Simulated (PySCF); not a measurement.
Compound: C5H11N.
Structure used (PBE0-D3(BJ)/def2-SVP), in Å, numbered top down from 1:
```
atom  x, y, z in Å
C1     2.2809   -0.9203    0.2097
C2     0.9991   -1.0110   -0.1914
N3     0.1568    0.0116   -0.5519
C4     0.6312    1.3628   -0.4642
C5    -1.2696   -0.2116   -0.5042
C6    -1.9001   -0.0096    0.8683
H7     2.8489   -1.8311    0.4004
H8     2.7958    0.0329    0.3417
H9     0.5352   -2.0004   -0.2816
H10    0.8056    1.7012    0.5772
H11    1.5852    1.4628   -1.0066
H12   -0.0989    2.0414   -0.9287
H13   -1.4608   -1.2399   -0.8534
H14   -1.7504    0.4565   -1.2399
H15   -1.4521   -0.6912    1.6079
H16   -1.7541    1.0205    1.2288
H17   -2.9836   -0.2023    0.8353
```

Theory: core-valence-separated Tamm–Dancoff BHandHLYP/aug-pcX-1 (pcseg-1 on H) in PySCF, non-relativistic, gas phase, PBE0-D3(BJ)/def2-SVP geometry. Absolute energies from this functional tend to lie a few eV below measured edges; no shift was applied.

The lowest roots of each edge with f over 0.003 (five at most, numbered afresh; weaker and dark ones are left out), with transition dipoles (au) in the frame of the coordinates:

```tsv
root	edge	E (eV)	μx	μy	μz
1	C	283.17	0.0245	-0.0021	-0.0820
2	C	284.00	-0.0304	0.0045	0.0959
3	C	285.13	0.0299	-0.0099	0.0103
4	C	285.30	0.0249	-0.0049	-0.0276
5	C	285.50	-0.0038	-0.0505	0.0022
6	N	400.52	-0.0003	0.0028	0.0430
7	N	401.67	0.0061	0.0194	0.0059
8	N	402.24	0.0302	0.0010	-0.0029
9	N	402.33	-0.0085	-0.0158	0.0022
```

Problem. What are the oscillator strengths?

Solution. f = (2/3) ΔE |μ|², with ΔE in hartree (27.2114 eV):

```tsv
root	ΔE (Eh)	|μ|² (au)	f	core hole on
1	10.4062	0.007329	0.051	C1
2	10.4367	0.010141	0.071	C2
3	10.4785	0.001098	0.008	C1
4	10.4845	0.001406	0.010	C6
5	10.4919	0.002570	0.018	C1
6	14.7189	0.001857	0.018	N3
7	14.7611	0.000448	0.004	N3
8	14.7819	0.000921	0.009	N3
9	14.7854	0.000327	0.003	N3
```

Problem. Molecules are fixed in this frame and the field points along y. What effective strengths 3 f cos²θ do the roots have (θ between field and μ)?

Solution. root 1 (C1): 0.000, root 2 (C2): 0.000, root 3 (C1): 0.002, root 4 (C6): 0.001, root 5 (C1): 0.053, root 6 (N3): 0.000, root 7 (N3): 0.011, root 8 (N3): 0.000, root 9 (N3): 0.007. Root 5 is the strongest. Averaged over all orientations cos²θ is 1/3, which gives f back.

One conformer stands for the species.
